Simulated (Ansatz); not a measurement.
Ansatz (a quantum-chemistry and plane-wave program) input (B3LYP-D3(BJ)/def2-TZVP):

Ansatz 0.2 input:
```yaml
crystal:
  periodic: [false, false, false]
  atoms:
    - {symbol: C, position_ang: [-0.90592100, -0.08351003, -0.11863914]}
    - {symbol: C, position_ang: [0.46910646, 0.05148545, 0.05132023]}
    - {symbol: C, position_ang: [1.68505665, 0.17024997, 0.20109609]}
    - {symbol: H, position_ang: [-1.14817154, -0.96114853, -0.74242530]}
    - {symbol: H, position_ang: [-1.33745697, 0.80484203, -0.61149867]}
    - {symbol: H, position_ang: [-1.41899472, -0.20987327, 0.85025570]}
    - {symbol: H, position_ang: [2.73470775, 0.27263251, 0.33026853]}
basis:
  gaussian:
    orbitals: def2-TZVP
hamiltonian:
  xc: b3lyp
  dispersion: d3bj
total_charge: 1
magnetization: {spin_polarized: true, initial_magnetization: 1}
relax: {f_tol: 0.002, max_steps: 150}
```

End of the output:

```
the calculation of the forces begins
reference -3165.56410034 eV, -116.3323349911 hartree; 11, 10 occupied and 106, 107 virtual orbitals, 716 factors
relax step  11: F+E_penalty+E_count = -3165.71935796 eV  Δ(F+E_penalty+E_count) = +7.197e-4 eV  max|allowed force component| = 1.455e-1 eV/Å  Δτ_max = 0.0104 Å  (56 SCF iters, rejected (line search))
these checks for a lower state are left out or cut short: starts, cluster_reference, orbital_swaps, neighbouring_geometries, increment
integrals: 0.03 GiB planned
716 factors; their error is unknown
mean field: 0.39 GiB planned
mean field -3165.56458309 eV, -116.3323527318 hartree, gradient 5.2e-6 eV, S^2 0.752363; 0 other end points of the search recorded, 0 dependent functions left out
the calculation of the forces begins
reference -3165.56479166 eV, -116.3323603967 hartree; 11, 10 occupied and 106, 107 virtual orbitals, 716 factors
relax step  12: F+E_penalty+E_count = -3165.72008255 eV  Δ(F+E_penalty+E_count) = -4.865e-6 eV  max|allowed force component| = 2.418e-3 eV/Å  Δτ_max = 0.0008 Å  (61 SCF iters, accepted)
these checks for a lower state are left out or cut short: starts, cluster_reference, orbital_swaps, neighbouring_geometries, increment
integrals: 0.03 GiB planned
716 factors; their error is unknown
mean field: 0.39 GiB planned
mean field evaluation 256: about -3165.5646 eV, gradient 1.1e-4 eV
mean field -3165.56458434 eV, -116.3323527776 hartree, gradient 5.1e-6 eV, S^2 0.752363; 0 other end points of the search recorded, 0 dependent functions left out
the calculation of the forces begins
reference -3165.56479290 eV, -116.3323604422 hartree; 11, 10 occupied and 106, 107 virtual orbitals, 716 factors
relax step  13: F+E_penalty+E_count = -3165.72008314 eV  Δ(F+E_penalty+E_count) = -5.926e-7 eV  max|allowed force component| = 2.188e-3 eV/Å  Δτ_max = 0.0005 Å  (58 SCF iters, accepted)
these checks for a lower state are left out or cut short: starts, cluster_reference, orbital_swaps, neighbouring_geometries, increment
integrals: 0.03 GiB planned
716 factors; their error is unknown
mean field: 0.39 GiB planned
mean field -3165.56458452 eV, -116.3323527844 hartree, gradient 4.4e-6 eV, S^2 0.752363; 0 other end points of the search recorded, 0 dependent functions left out
the calculation of the forces begins
reference -3165.56479308 eV, -116.3323604490 hartree; 11, 10 occupied and 106, 107 virtual orbitals, 716 factors
relax step  14: F+E_penalty+E_count = -3165.72008327 eV  Δ(F+E_penalty+E_count) = -1.294e-7 eV  max|allowed force component| = 8.228e-4 eV/Å  Δτ_max = 0.0002 Å  (55 SCF iters, accepted)
integrals: 0.03 GiB planned
716 factors; their error is unknown
mean field: 0.39 GiB planned
mean field evaluation 288: about -3165.5646 eV, gradient 2.0e-5 eV
mean field evaluation 320: about -3165.5646 eV, gradient 8.9e-6 eV
mean field -3165.56458452 eV, -116.3323527844 hartree, gradient 2.3e-6 eV, S^2 0.752363; 3 other end points of the search recorded, 0 dependent functions left out
the calculation of the forces begins
reference -3165.56479308 eV, -116.3323604490 hartree; 11, 10 occupied and 106, 107 virtual orbitals, 716 factors
Total energy: -3165.72029184 eV, -116.3380749227 hartree
Atom 0 at    -0.924329    -0.129685    -0.099984 Å, force    -0.000101    -0.000087     0.000068 eV/Å
Atom 1 at     0.466152     0.020854     0.064791 Å, force    -0.000014    -0.000412    -0.000226 eV/Å
Atom 2 at     1.691694     0.175828     0.199304 Å, force    -0.000822     0.000164     0.000265 eV/Å
Atom 3 at    -1.173890    -0.951641    -0.778968 Å, force     0.000190     0.000013    -0.000045 eV/Å
Atom 4 at    -1.281007     0.800823    -0.600051 Å, force    -0.000116     0.000174    -0.000037 eV/Å
Atom 5 at    -1.451752    -0.178823     0.858258 Å, force     0.000140     0.000128     0.000046 eV/Å
Atom 6 at     2.751458     0.307323     0.317028 Å, force     0.000724     0.000019    -0.000072 eV/Å
Dipole moment:     0.163116     0.061831    -0.001636 e Å
```
